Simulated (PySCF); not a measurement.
**Mayer bond orders and bond lengths**

CH₇AlN (charge -1).
Atom-mapped SMILES: `[CH3:1][NH:2][AlH3-:3]` (hydrogens: H4, H5, H6 on C1; H7 on N2; H8, H9, H10 on Al3)

Structure used (PBE0-D3(BJ)/def2-SVP), in Å, numbered top down from 1:
```
atom  x, y, z in Å
C1    -1.5654   -0.1976    0.1232
N2    -0.3158    0.4800    0.1132
Al3    1.4086   -0.2283    0.0084
H4    -1.4074   -1.2868    0.0162
H5    -2.2648    0.0781   -0.7068
H6    -2.1691   -0.0811    1.0598
H7    -0.4167    1.4853    0.2010
H8     1.5953   -1.1735   -1.3380
H9     1.8045   -1.1644    1.3176
H10    2.4009    1.0907   -0.0567
```

Bond orders from the PBE0/pcSseg-1 density (PySCF). Isolated species at its PBE0-D3(BJ)/def2-SVP geometry, gas phase. The pcSseg-1 basis has no diffuse functions, a weakness for an anion.

Task: Where do the orders between heavy atoms depart from those drawn in the SMILES?

Result: The largest departure is 0.251, at N2–Al3 (drawn single, 0.749). Drawn single, order below 0.88: N2–Al3 (0.749). The SMILES, with its formal charges, is one Lewis structure only.

Task: Give the Mayer order of every bond, beside its length.

Result: 
```
   bond  drawn as  length (Å)  Mayer order
  C1–N2    single       1.422        1.052
 N2–Al3    single       1.867        0.749
  C1–H4    single       1.106        0.968
  C1–H5    single       1.120        0.958
  C1–H6    single       1.120        0.956
  N2–H7    single       1.014        0.947
 Al3–H8    single       1.656        0.802
 Al3–H9    single       1.657        0.797
Al3–H10    single       1.652        0.828
```

Task: Sum the orders of all bonds at each heavy atom with more than one neighbour and set the sums beside the valence in the SMILES.

Result: C1 3.934 (drawn 4), N2 2.748 (drawn 3), Al3 3.176 (drawn 4). Orders between atoms that aren't bonded are not in these sums.

For a closed shell the Mayer order of atoms A and B is Σ (PS)μν (PS)νμ over the basis functions μ on A and ν on B, with P the density and S the overlap matrix.
